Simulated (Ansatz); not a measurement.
Coupled-cluster diagnostics for Li₂S⁻ (the lowest doublet isomer of a short search), Ansatz.

Geometry of the doublet (r2SCAN-D4/def2-TZVPD):

Cartesian coordinates in Å:
```
Li 0.692 -0.413 1.298
Li 0.127 1.065 -1.089
S -0.819 -0.652 -0.210
```

Correlated methods freeze 5 core orbitals; core or outer-core shells of Li are correlated, in sets that lack core-valence functions. The structure comes from a short search, and lower isomers may exist.

Geometry of the charge -1 quartet (r2SCAN-D4/def2-TZVPD):

```xyz
3

Li   -0.832    0.339   -1.772
Li    0.913   -1.116    1.366
S    -0.082    0.778    0.406
```

(1) Estimate the CCSD(T) correlation energy, the shares of MP2 and (T), T1 and the reference's ⟨S²⟩ for: charge -1, doublet, own geometry in def2-TZVPPD; charge -1, quartet, own geometry in def2-TZVPPD; charge 0, singlet, vertical in def2-TZVPPD; and the rough time on 4 threads of Arm Neoverse V1 on a shared host.

Results:

(1) 
| state | basis | correlation (eV) | MP2 share (%) | (T) share (%) | T1 | ⟨S²⟩ (pure) | wall time |
| --- | --- | --- | --- | --- | --- | --- | --- |
| charge -1, doublet, own geometry | def2-TZVPPD | -8.220 | 88.1 | 4.2 | 0.020 | 0.75 (0.75) | 1.9 s |
| charge -1, quartet, own geometry | def2-TZVPPD | -7.048 | 84.7 | 3.1 | 0.014 | 3.76 (3.75) | 1.7 s |
| charge 0, singlet, vertical | def2-TZVPPD | -8.088 | 88.5 | 4.1 | 0.014 | 0.00 (0.00) | 0.65 s |
Customary marks for T1 are 0.02 (closed shells), 0.045 (open shells) and about 0.05 (3d metals). T1 stays under 0.02 throughout.
